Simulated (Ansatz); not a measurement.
## bcc K

Computed with PBEsol (Ansatz, an electronic-structure program, plane waves, PAW).

Numerical settings: plane-wave cutoff 500 eV, 4×4×4 k mesh, Fermi–Dirac smearing 0.1 eV, cell of 54 sites, scalar-relativistic PAW data made under PBE.

Cell: relaxed at this level.

```yaml
vacancy_formation_energy: 0.32 eV
vacancy_formation_energy_before_relaxation: 0.38 eV
```

Measured, for comparison: vacancy formation energy 0.34 eV (no zero-point or thermal correction, monovacancy; as tabulated in Garrity and Choudhary (2023), arXiv:2112.11585). Computed (rounded) less measured: vacancy formation energy -0.020 eV.

Note: energies are extrapolated to zero smearing, and mesh and cell size move such values by some hundredths of an eV or more.

Static lattice: no zero-point or thermal effects.

It cost about 2.4 core-hours (a rough figure) of CPU time.
